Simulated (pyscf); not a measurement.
F–CH(F)–CH₂–CH(Cl)–Cl → H₃C–CH(Cl)–Cl + difluorocarbene (F–C:–F) [singlet], a 1,1-elimination (singlet surface; C–C, C–H broken, C–H formed). Single points on ωB97X-D3(BJ)/def2-SVP structures (PySCF, gas phase). Energies in kcal/mol from the reactant's lowest minimum found.

Small-basis levels: PySCF, no dispersion term, spherical d functions. AM1 to PM7: differences of heats of formation from MOPAC, which are fitted to 298 K values and so differ in kind from electronic energies by zero-point and thermal terms. Cost: rough CPU time at the saddle relative to B3LYP/6-31G*, from one job on a shared machine.

```tsv
level	barrier	reaction energy	cost
HF/6-31G*	148.9	+53.6	0.1
BP86/6-31G*	122.0	+57.3	1
B3LYP/STO-3G	141.5	+43.7	0.5
B3LYP/LANL2DZ	137.5	+69.1	0.7
B3LYP/6-31G*	129.9	+58.2	1
B3LYP/6-311+G**	126.6	+56.9	2
PBE/def2-SVP	119.9	+62.9	1
PM3	114.6	+45.5	under 0.02
PM7	114.3	+25.9	under 0.02
ωB97M-D3(BJ)/def2-TZVP	126.8	+57.0	–
```

Against the last row the barrier runs from -12.6 (PM7) to +22.1 kcal/mol (HF/6-31G*). ωB97M-D3(BJ)/def2-TZVP has limits of its own. On the reactant side the descent ends in a point that may be a rotor saddle (no frequency run), 5.9 kcal/mol over the lowest minimum found and 123.1 kcal/mol under the saddle at ωB97X-D3(BJ)/def2-TZVP. At ωB97X-D3(BJ)/def2-TZVP the barrier from the zero used here is 129.0 kcal/mol. The same reactants have a lower exit, to F–C•(F)–CH₂–CH(Cl)–Cl + H• (no saddle counted: cutting one bond costs +108.6 kcal/mol at ωB97M-D3(BJ)/def2-TZVP, against +126.8 kcal/mol here). This is the saddle that the search found; another between the same sides may lie lower.
